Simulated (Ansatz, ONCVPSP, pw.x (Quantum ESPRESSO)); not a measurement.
pw.x on fcc Rb: one setting changed

Potential: optimised norm-conserving Vanderbilt (ONCV), ONCVPSP 4.0.1, PBEsol; core [Ar] 3d10, reference 4s2 4p6 5s1; waves: 4s+5s: rc 2.30 bohr, ncon 3, nbas 7, qcut 4.1 1/bohr, 2 projectors; 4p: rc 2.25 bohr, ncon 5, nbas 8, qcut 6.7 1/bohr, 2 projectors, debl 3.4 Ha; d scattering state at 0.44 Ha: rc 2.00 bohr, ncon 4, nbas 7, qcut 5.5 1/bohr, 2 projectors, debl 0.6 Ha; local part: polynomial inside 1.40 bohr (lpopt 5, dvloc0 0 Ha); core correction: Teter function, parameters optimised by the program.

The reference run (k-mesh 8³, cutoffs 50/200 Ry, Fermi–Dirac 0.01 Ry, mixing_beta 0.4, conv_thr 1e-9, no spin) gives -0.01 GPa at 87.199 Å³/atom, where all-electron LAPW gives -0.00 GPa. This run, with its own iteration cap, changes conv_thr to 0.0001.

```
&control
  calculation='scf', prefix='x', pseudo_dir='./', outdir='./tmp', tstress=.true., disk_io='none'
/
&system
  ibrav=0, nat=1, ntyp=1, ecutwfc=50, ecutrho=200, nbnd=12,
  occupations='smearing', smearing='fd', degauss=0.01
/
&electrons
  conv_thr=0.0001, mixing_beta=0.4, electron_maxstep=70
/
ATOMIC_SPECIES
Rb 1.0 Rb.UPF
CELL_PARAMETERS angstrom
  0.00000000 3.51960427 3.51960427
  3.51960427 0.00000000 3.51960427
  3.51960427 3.51960427 0.00000000
ATOMIC_POSITIONS crystal
Rb 0.0000 0.0000 0.0000
K_POINTS automatic
8 8 8 0 0 0
```

```bash
pw.x < Rb.scf.in > Rb.scf.out
```

How does the run end?

It converges in 3 iterations; the free energy moves by +0.0 meV/atom and the pressure by +0.10 GPa.

```
Message from routine setup:
     using ibrav=0 with symmetry is DISCOURAGED, use correct ibrav instead
     lattice parameter (alat)  =       9.4061  a.u.
     unit-cell volume          =     588.4480 (a.u.)^3
     number of electrons       =         9.00
     number of Kohn-Sham states=           12
     kinetic-energy cutoff     =      50.0000  Ry
     charge density cutoff     =     200.0000  Ry
     scf convergence threshold =      1.0E-04
     Exchange-correlation= PBESOL
     number of k points=    29  Fermi-Dirac smearing, width (Ry)=  0.0100
     iteration #  1     ecut=    50.00 Ry     beta= 0.40
     c_bands:  1 eigenvalues not converged
     total energy              =     -51.23333826 Ry
     estimated scf accuracy    <       0.00143219 Ry
     iteration #  2     ecut=    50.00 Ry     beta= 0.40
     total energy              =     -51.23337222 Ry
     estimated scf accuracy    <       0.00027983 Ry
     iteration #  3     ecut=    50.00 Ry     beta= 0.40
     the Fermi energy is     2.0396 ev
!    total energy              =     -51.23341041 Ry
     estimated scf accuracy    <       0.00002955 Ry
     smearing contrib. (-TS)   =      -0.00411801 Ry
     The total energy is F=E-TS. E is the sum of the following terms:
     one-electron contribution =     -27.27048038 Ry
     hartree contribution      =      14.33916716 Ry
     xc contribution           =     -10.37970314 Ry
     ewald contribution        =     -27.91827604 Ry
     convergence has been achieved in   3 iterations
          total   stress  (Ry/bohr**3)                   (kbar)     P=        0.94
     Message from routine punch:
     Nothing written, as per user request (disk_io='none')
```

The run took about 9.6 s on one core of a shared host (Intel(R) Xeon(R) 6975P-C, 192 threads, 378 GiB, load 136).
